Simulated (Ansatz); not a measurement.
in.yaml

```yaml
crystal:
  periodic: [false, false, false]
  atoms:
    - {symbol: H, position_ang: [-1.854821, 0.059434, 0.000000]}
    - {symbol: H, position_ang: [-0.874821, 0.059434, 0.000000]}
    - {symbol: N, position_ang: [0.165179, 0.059434, 0.000000]}
    - {symbol: H, position_ang: [0.434260, -0.944792, 0.000000]}
basis:
  gaussian: {orbitals: cc-pVDZ}
magnetization: {spin_polarized: true, initial_magnetization: 2}
correlation: {method: ccsdtq, electrons: outside_noble_gas}
```

```sh
$ ansatz run in.yaml --threads 2 --pin off --events-out ev --progress --plain --max-ram 34560MiB --backend cuda --devices 0, --max-vram 37GiB
```

(1) Roughly how long does this take on 2 threads of AMD EPYC 7R13 with a shared H100 80 GB, shared host, and how much host memory?

```
499 factors; integrals over basis functions are off by at most 2.3e-7 eV
mean field evaluation 1: about -1523.8862 eV, gradient 1.1e1 eV
mean field evaluation 2: about -1523.8863 eV, gradient 1.1e1 eV
mean field evaluation 4: about -1524.7396 eV, gradient 1.9e0 eV
mean field evaluation 8: about -1524.8022 eV, gradient 3.6e-2 eV
mean field evaluation 16: about -1524.7396 eV, gradient 1.9e0 eV
mean field evaluation 32: about -1524.8021 eV, gradient 2.3e-6 eV
mean field -1524.80213513 eV, -56.0354449181 hartree, gradient 2.3e-6 eV, S^2 2.027342; 2 other end points of the search recorded, 0 dependent functions left out
determinant -1524.80213513 eV, -56.0354449181 hartree, with singles and doubles -1529.52321242 eV, -56.2089413084 hartree
determinant -1522.25434232 eV, -55.9418152591 hartree, with singles and doubles -1526.94736244 eV, -56.1142805676 hartree
1 core orbitals not correlated: weight in the atoms' cores, before any rotation towards them, 1.000 or more for the frozen orbitals, at most 0.000 for the correlated occupied ones
reference -1524.80213513 eV, -56.0354449181 hartree; 5, 3 occupied and 23, 25 virtual orbitals, 499 factors
second order -4.10079489 eV of doubles, -0.00000000 eV of singles
cycle   1  -4.52837054 eV  change   -4.3e-1 eV  update   4.9e-2
cycle   2  -4.79331566 eV  change   -2.6e-1 eV  update   2.2e-2
cycle   3  -4.82898919 eV  change   -3.6e-2 eV  update   1.1e-2
cycle   4  -4.82292314 eV  change    6.1e-3 eV  update   5.6e-3
cycle   5  -4.82770046 eV  change   -4.8e-3 eV  update   3.2e-3
cycle   6  -4.82901616 eV  change   -1.3e-3 eV  update   1.6e-3
cycle   7  -4.82868606 eV  change    3.3e-4 eV  update   6.3e-4
cycle   8  -4.82889408 eV  change   -2.1e-4 eV  update   3.1e-4
cycle   9  -4.82893270 eV  change   -3.9e-5 eV  update   1.1e-4
cycle  10  -4.82882347 eV  change    1.1e-4 eV  update   5.6e-5
cycle  11  -4.82884448 eV  change   -2.1e-5 eV  update   2.7e-5
cycle  12  -4.82885050 eV  change   -6.0e-6 eV  update   1.0e-5
cycle  13  -4.82885987 eV  change   -9.4e-6 eV  update   5.9e-6
cycle  14  -4.82886225 eV  change   -2.4e-6 eV  update   2.8e-6
cycle  15  -4.82886185 eV  change    4.0e-7 eV  update   1.4e-6
cycle  16  -4.82886181 eV  change    3.5e-8 eV  update   7.7e-7
Total energy: -1529.63099695 eV, -56.2129023167 hartree
```

For the same geometry and basis full CI lies 0.7 meV higher.

Answers

(1) 9.5 s wall and 0.86 GiB.
